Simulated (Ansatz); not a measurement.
Which is lower?

Two relaxed structures of BH2S, doublet (PBE0-D4/def2-TZVP; forces vanish, vibrations not checked).

A:

```tsv
atom	x (Å)	y (Å)	z (Å)
B1	-0.1161	0.0311	-0.0590
S2	1.3734	-0.3656	0.7013
H3	-1.1141	-0.5548	0.2531
H4	-0.1433	0.8893	-0.8954
```

B:

B1  (0.154, 0.017, 0.074)
S2  (1.838, 0.038, 0.519)
H3  (1.818, -0.869, 1.516)
H4  (-0.331, 0.676, -0.790)
(Å)

Ansatz 0.2.0; basis: def2-TZVPP; cores frozen in the correlated methods; orbitals are unrestricted. B3LYP uses VWN-RPA correlation.

Q: Which structure is lower at CCSD(T), and by how much? (Judge from chemistry; the value comes from the calculation.)

A: Computed: A, by 0.884 eV (electronic energy, against the other). By their contacts, A is BH₂S ([BH2][S]) and B is BH₂S ([BH][SH]).

All methods give the same order:

```tsv
method	E(B) − E(A) (eV)
PBE-D4	0.860
r2SCAN-D4	0.821
PBE0-D4	0.841
B3LYP-D4	0.945
wB97M-V	0.926
HF	0.947
MP2	0.790
CCSD	0.902
CCSD(T)	0.884
```

The T1 diagnostic stays at or below 0.023. ⟨S²⟩ of the unrestricted Hartree–Fock references: 0.76 to 0.77 (a pure state has 0.75).

Labels in which every atom is bracketed show which atoms are joined, not bond orders.

For scale, one of the runs: CCSD(T)/def2-TZVPP, 101 basis functions, launched by `ansatz run in.yaml --threads 2 --pin off --events-out ev --progress --plain --max-ram 4352MiB`. The run took 5.5 s on 2 CPU threads of an Intel Xeon 6975P-C (shared host), with 0.68 GiB of host memory at its peak.
